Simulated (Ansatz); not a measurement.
A geometry relaxed with Ansatz (a quantum-chemistry and plane-wave program) with CAM-B3LYP-D3(BJ)/def2-TZVP, charge 0, multiplicity 1:

```xyz
9

H     -1.5081     0.9996     0.6415
C      0.3595     0.3622    -0.1921
C      1.2659    -0.5411     0.1368
C     -1.1131     0.2093    -0.0009
H     -1.3574    -0.7524     0.4500
H      0.9836    -1.4875     0.5839
H     -1.6410     0.2852    -0.9542
H      2.3217    -0.3718    -0.0271
H      0.6889     1.2965    -0.6379
```

Problem. Write the SMILES of this molecule.

Solution. `C=CC`
